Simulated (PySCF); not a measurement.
H3SSi (doublet state).
Numbering: `[SiH2:1][SH:2]` (hydrogens: H3, H4 on Si1; H5 on S2)

Computed, not measured: PBE0-D3(BJ)/def2-SVP geometry optimisation, gas phase in PySCF 2.14.0.

**Question.** List the bond lengths and angles at this level.

**Answer.** 
```json
{"bond": "Si1–S2", "length (bohr)": "4.053", "order": "single"}
{"bond": "Si1–H3, Si1–H4", "length (bohr)": "2.831", "order": "single"}
{"bond": "S2–H5", "length (bohr)": "2.554", "order": "single"}
```

Bonds in one row agree within 0.02 bohr and their mean is given. Orders are formal, as drawn. A selection of angles:
```json
{"angle": "S2–Si1–H3", "degrees": "105.0"}
{"angle": "S2–Si1–H4", "degrees": "111.7"}
{"angle": "H3–Si1–H4", "degrees": "110.3"}
{"angle": "Si1–S2–H5", "degrees": "95.1"}
```

S2 (sulfur bonded to Si and H) is bent (angle 95.1°). Si1 (silicon bonded to S and 2 H) is pyramidal (angles 111.7°, 110.3° and 105.0°, sum 327.0°, 0.56 Å off the plane of its three neighbours).

Point group: C1 (no symmetry element, even within 0.4 Å). No frequency check. ⟨S²⟩ = 0.752 (exact for a doublet: 0.75). Torsions: H–Si1–S2–H 175° and 55°.

One conformer stands for the species.
